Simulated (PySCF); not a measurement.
# HLiO (lithium hydroxide): the cost of one run

Programs: PySCF 2.14.0, with density-fitted response routines of our own. Each step states its level of theory. These are calculated values for one molecule, in the gas phase or a continuum, unless marked as measured. Atoms count from 0, in the outputs and in this text.

**1. Starting geometry**

3 atoms, charge 0, multiplicity 1; geometry from: GFN2-xTB. The atoms were then displaced at random by about 0.01 Å, so the start is not that level's minimum.

Bonds of the start (Å): Li0–O1 1.55, O1–H2 0.96.

**2. Geometry optimisation at PBE0-D3(BJ)/def2-TZVP**

What the job is given:

```
{"job": {"xc": "PBE0", "basis": "def2-TZVP", "d3": "d3bj", "grid": 2, "shake": 0.01, "kind": "geom"}, "charge": 0, "multiplicity": 1}
Li     1.353740     0.066180    -0.002370
O     -0.193310    -0.018490    -0.006000
H     -1.154410    -0.082630    -0.010810
```

Launch:

```bash
OMP_NUM_THREADS=1 python probes_run.py task.json out
```

The driver reads the jobs from task.json and runs them one after another.

Q: Estimate the wall time and peak memory of this first job on 1 thread of Intel Xeon 6975P-C, shared host.

About 2.9 s, with a peak of 0.27 GiB.
